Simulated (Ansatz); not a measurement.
Bond stretch in CH, doublet.

Levels of theory: UKS-PBE = unrestricted PBE/def2-TZVP (Ansatz, a first-principles code); FCI = full CI/def2-TZVP, frozen core (Ansatz).

Energies relative to the lowest point of each curve near equilibrium, in kcal/mol; the last columns give the error against full CI:

```
R / Å  UKS-PBE   FCI  UKS-PBE − FCI
-----  -------  ----  -------------
0.89      30.0  28.8            1.2
0.94      16.9  15.9            1.1
1.02       4.9   4.3            0.7
1.05       2.5   2.0            0.5
1.09       0.7   0.4            0.3
1.13       0.0   0.0            0.0
1.16       0.2   0.4           -0.2
1.20       1.1   1.6           -0.5
1.25       3.1   3.9           -0.9
1.30       5.8   7.0           -1.2
1.40      12.8  14.5           -1.8
1.52      22.4  24.5           -2.1
1.70      37.4  39.1           -1.8
1.89      52.1  52.3           -0.2
2.00      59.7  58.6            1.2
2.26      72.5  69.2            3.3
2.48      78.2  74.3            3.8
2.75      81.6  77.5            4.0
3.04      83.1  79.0            4.1
3.39      83.9  79.7            4.2
3.96      84.3  80.0            4.3
4.55      84.4  80.1            4.4
```

UKS-PBE is furthest from FCI at 4.55 (4.4 kcal/mol, above); its mean absolute error over the points is 1.9 kcal/mol.

The unrestricted determinant behind UKS-PBE is spin-contaminated at 0.89 to 1.09, 2.26 to 4.55 Å (<S²> up to 1.8, against 0.75 for a pure doublet).
